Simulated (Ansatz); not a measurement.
**Fluoromethane (CH₃F): basis-set convergence**

An exercise on one series of results from a longer session: the logs are not shown, and one member is left open.

Computed with Ansatz 0.2.0, Gaussian basis. Level: one geometry, several basis sets.

The runs, in order: PBE0-D4/def2-SVP; ωB97M-V/def2-SVP; PBE0-D4/def2-QZVPP; ωB97M-V/def2-QZVPP; CCSD(T)/cc-pV(D+d)Z; CCSD(T)/cc-pV(T+d)Z; CCSD(T)/cc-pV(Q+d)Z; the functionals' def2-TZVPP values are taken from earlier runs.

### The geometry

The geometry comes from an earlier relaxation with PBE0-D4 in a triple-zeta def2 set; it is a stationary point.

SMILES `CF`, 5 atoms, charge 0, spin multiplicity 1.

Atoms are counted from 1 here; the program's logs count them from 0.

Bond lengths: C1–F2 1.376 Å, C1–H3 1.092 Å, C1–H4 1.092 Å, C1–H5 1.092 Å. Angles: F2–C1–H3 109.1°, F2–C1–H4 109.1°, F2–C1–H5 109.1°, H3–C1–H4 109.9°, H3–C1–H5 109.9°, H4–C1–H5 109.9°.

Set-up of the first run:

The input, in.yaml:

```yaml
crystal:
  periodic: [false, false, false]
  atoms:
    - {symbol: C, position_ang: [-0.050685, 0.032909, 0.007811]}
    - {symbol: F, position_ang: [1.094087, -0.710455, -0.168621]}
    - {symbol: H, position_ang: [-0.918747, -0.626922, -0.057958]}
    - {symbol: H, position_ang: [-0.104823, 0.795975, -0.771953]}
    - {symbol: H, position_ang: [-0.019843, 0.508483, 0.990721]}
basis:
  gaussian: {orbitals: def2-SVP}
hamiltonian: {xc: pbe0, dispersion: d4}
output: {orbitals: {seedname: orbitals}}
```

Steps of the session up to this table: PBE0-D4 in def2-SVP; ωB97M-V in def2-SVP; PBE0-D4 in def2-QZVPP; ωB97M-V in def2-QZVPP.

One table of the session follows, with a row left open; its other results are not shown here.

It belongs to the step «Functionals by basis». 

| functional | basis | HOMO (eV) | LUMO (eV) |
| --- | --- | --- | --- |
| PBE0-D4 | def2-SVP | -9.52 | 2.28 |
| PBE0-D4 | def2-TZVPP | -9.81 | 1.68 |
| PBE0-D4 | def2-QZVPP | -9.87 | 0.98 |
| ωB97M-V | def2-SVP | -11.98 | 3.93 |
| ωB97M-V | def2-TZVPP | ? | ? |
| ωB97M-V | def2-QZVPP | -12.33 | 2.06 |

Q: Estimate the row for ωB97M-V, def2-TZVPP from the others.

The run gave: HOMO (eV): -12.27; LUMO (eV): 3.14. In the column «HOMO (eV)» it lies between ωB97M-V, def2-QZVPP (-12.33) and ωB97M-V, def2-SVP (-11.98).
